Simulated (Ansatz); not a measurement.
Species: C$_{3}$H$_{3}$, charge 0, doublet. C3H3 (SMILES [CH]=C=C, doublet).
B3LYP-D3(BJ)/def2-TZVP minimum from Ansatz (an electronic-structure program):
```xyz
6

C     -0.0003    -0.0188     0.1135
C     -0.0037    -0.2179     1.3177
C      0.0034     0.2038    -1.2323
H     -0.0066    -0.3912     2.3654
H      0.9329     0.3302    -1.7707
H     -0.9230     0.2584    -1.7878
```
Charge 0, spin multiplicity 2.

Total energies in hartree (Ansatz). Radicals and triplets start from unrestricted determinants; spin-orbit coupling is neglected. Cores are frozen in correlated methods. No relativity. For partners of very few electrons the exact lower level stands in for a higher one. The UHF reference of C3H3 ([CH]=C=C, doublet) is spin-contaminated (<S^2> up to 0.21 over the pure value in the sets run).

```csv
species,HF/cc-pVTZ,CCSD(T)/cc-pVTZ,HF/cc-pVQZ,CCSD(T)/cc-pVQZ,CCSD(T)/cc-pVDZ,CCSDT(Q)/cc-pVDZ
"1: C3H3 (SMILES [CH]=C=C, doublet)",-115.29335,-115.77806,-115.30065,-115.81044,-115.66330,-115.66591
2: C (triplet),-37.69157,-37.78076,-37.69331,-37.78654,-37.76038,-37.76071
3: H (doublet),-0.49981,-0.49981,-0.49995,-0.49995,-0.49928,-0.49928
```

### Question
Work out the atomisation energy (electronic, to ground-state atoms) in kJ/mol: take Hartree-Fock from cc-pVQZ, extrapolate the CCSD(T) correlation energy as X^-3 (X = 3, 4), and add CCSDT(Q) - CCSD(T) in cc-pVDZ. 1 hartree = 2625.5 kJ/mol.

### Answer

Species 1: correlation (64·(-0.50979) - 27·(-0.48471))/37 = -0.52809; step -0.00261; E1 = -115.30065 + (-0.52809) + (-0.00261) = -115.83135
Species 2: correlation (64·(-0.09323) - 27·(-0.08919))/37 = -0.09618; step -0.00033; E2 = -37.69331 + (-0.09618) + (-0.00033) = -37.78982
Species 3: correlation (64·(0.00000) - 27·(0.00000))/37 = 0.00000; step +0.00000; E3 = -0.49995 + (0.00000) + (+0.00000) = -0.49995
-1·E1 +3·E2 +3·E3 = 0.96204 hartree = 2525.8 kJ/mol.
